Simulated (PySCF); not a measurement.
Bonds broken one at a time in the series Ga Cl-CH3. Gas-phase values, no solvent. Strings in code marks are SMILES.

The dipole moment from two functionals at the same geometries (PBE0-D4/def2-TZVP), both in PySCF: PBE-D3(BJ)/def2-TZVP and B3LYP-D3(BJ)/def2-TZVP. B3LYP has the VWN-RPA correlation part, as in Gaussian. 

```tsv
species	PBE-D3(BJ)/def2-TZVP (D)
whole molecule (`[Cl][Ga]([Cl])[Cl]`)	0.00
radical fragment (`[Cl][Ga][Cl]`)	1.55
whole molecule (`[CH3][Ga]([Cl])[Cl]`)	2.71
radical fragment (`[CH3]`)	0.00
radical fragment (`[CH3][Ga][Cl]`)	2.49
whole molecule (`[Ga]([CH3])([Cl])[CH3]`)	2.71
radical fragment (`[CH3][Ga][CH3]`)	0.59
whole molecule (`[CH3][Ga]([CH3])[CH3]`)	0.00
```

Q: What does B3LYP-D3(BJ)/def2-TZVP give for each?

A: 
- whole molecule (`[Cl][Ga]([Cl])[Cl]`): 0.00
- radical fragment (`[Cl][Ga][Cl]`): 1.74
- whole molecule (`[CH3][Ga]([Cl])[Cl]`): 2.76
- radical fragment (`[CH3]`): 0.00
- radical fragment (`[CH3][Ga][Cl]`): 2.61
- whole molecule (`[Ga]([CH3])([Cl])[CH3]`): 2.79
- radical fragment (`[CH3][Ga][CH3]`): 0.44
- whole molecule (`[CH3][Ga]([CH3])[CH3]`): 0.00
Over these rows, drawn at random from the members with no instability flagged (it was tested for open shells, ions and some series alone), PBE minus B3LYP-D3(BJ): mean -0.04 D, from -0.19 D to +0.14 D.
